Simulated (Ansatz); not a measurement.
Hematite (α-Fe2O3), treated with PBE (Ansatz, a program for electronic structure, PAW).

Numerical settings: plane-wave cutoff 520 eV, 8×8×8 k mesh, Fermi–Dirac smearing 0.01 eV, spin-polarised with opposed moments, scalar-relativistic PAW data made under PBE.

Cell (relaxed at this level):

```
Fe2O3
1.0
    4.84330    -2.50367     0.02087
    4.84330     2.50367     0.02087
    3.53125     0.00000     4.15410
Fe O
4 6
Direct
  0.85605   0.85605   0.85605
  0.35605   0.35605   0.35605
  0.14395   0.14395   0.14395
  0.64395   0.64395   0.64395
  0.44025   0.05975   0.75000
  0.05975   0.75000   0.44025
  0.55975   0.94025   0.25000
  0.25000   0.55975   0.94025
  0.94025   0.25000   0.55975
  0.75000   0.44025   0.05975
```
Starting moments (μB, in the order of the record's atoms Fe Fe Fe Fe O O O O O O): 5.0 -5.0 5.0 -5.0 0.0 0.0 0.0 0.0 0.0 0.0.

Q: Estimate the direct gap at Γ, magnetic moment (largest site, within a sphere), band gap and pressure derivative B′ of the bulk modulus that the calculation returns.

A: 
- direct gap at Γ: 1.15 eV
- magnetic moment (largest site, within a sphere): 3.32 μB
- band gap: 0.56 eV
- pressure derivative B′ of the bulk modulus: 3.6

Measured, for comparison: band gap 2.6 eV (temperature not stated, no zero-point or thermal correction, photoemission and inverse photoemission; as tabulated in Parkinson (2016), arXiv:1602.06774). Computed (rounded) less measured: band gap -2.04 eV.

Note: without U or exact exchange, gaps and moments of open d shells tend to come out too small; the bulk modulus comes from volumes at which shape and atoms were relaxed.

Moments are spin moments.

Computed values are for the static lattice.

It cost around 50 core-minutes (rough) of CPU time.
